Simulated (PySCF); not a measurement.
A small calculation by hand: entropy of an ideal gas

carbonyl sulfide (COS), SMILES O=C=S.

Coordinates come from a PBE-D3(BJ)/def2-TZVP optimisation.

PBE-D3(BJ)/def2-TZVP run with PySCF gives the harmonic wavenumbers 509, 509, 868, 2065 cm⁻¹ and the rotational temperature 0.2886 K. The molar mass is 60.07 g/mol, the symmetry number 1, the spin multiplicity 1.

Task: Work out the entropy at 298.15 K and 1 atm in the rigid-rotor, harmonic-oscillator model.

Result: 
Translation (Sackur–Tetrode at 1 atm): S = R[1.5 ln M + 2.5 ln T − 1.16487] = 159.8 J/(mol K).
Rotation: q = T/(σ θ) = 1030, S = R[ln q + 1] = 66.0 J/(mol K).
Vibration: with u = 1.4388 ν/T, each mode gives R[u/(e^u − 1) − ln(1 − e^−u)]:
```json
[
 {"ν (cm⁻¹)": "509", "modes": "2", "u": "2.46", "S (J/(mol K))": "5.32"},
 {"ν (cm⁻¹)": "868", "modes": "1", "u": "4.19", "S (J/(mol K))": "0.66"}
]
```
The stiffer modes add less than 0.005 each. Sum 6.0 J/(mol K).
Spin: R ln 1 = 0.0 J/(mol K).
Total 231.8 J/(mol K); the program's own thermochemistry gives 231.8. Translation makes up 69 % and vibration 3 %. Anharmonicity, hindered rotation and orbital degeneracy are left out.
